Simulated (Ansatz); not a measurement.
C$_{3}$H$_{5}$FO, SMILES `C[C@@H]1O[C@H]1F`, relaxed with RKS PBE0-D4/def2-TZVP in Ansatz 0.2.0 from a PBE-D4/def2-SVP geometry. The force threshold is 0.005 eV/Å; the program also tests the step.

Total charge 0; spin multiplicity 1.

Start:

```xyz
10

C    -1.241   -0.375   -0.097
C     0.066    0.071    0.499
O     0.549    1.397    0.117
C     1.288    0.293   -0.285
F     2.508    0.144    0.306
H    -1.275   -0.173   -1.185
H    -1.392   -1.461    0.067
H    -2.088    0.161    0.377
H     0.224   -0.149    1.574
H     1.360    0.094   -1.373
```

Question: How much energy does the relaxation release, and in how many steps? (An estimate is asked.)

Answer: The calculation gave: 4.48 kJ/mol, in 6 steps, 1 of them rejected.

Question: Which bonds change most? (Estimate.)

Answer: Ansatz gave: C4–H10 from 1.109 to 1.088 Å; C2–H9 from 1.108 to 1.088 Å; C2–C4 from 1.469 to 1.451 Å; C1–H8 from 1.109 to 1.092 Å.

Question: Give the relaxed structure. (Best estimate.)

Answer: Computed: 
```xyz
10

C    -1.231   -0.371   -0.097
C     0.066    0.071    0.495
O     0.546    1.381    0.114
C     1.272    0.283   -0.284
F     2.481    0.140    0.305
H    -1.262   -0.166   -1.168
H    -1.371   -1.444    0.060
H    -2.066    0.151    0.376
H     0.222   -0.137    1.552
H     1.344    0.092   -1.353
```
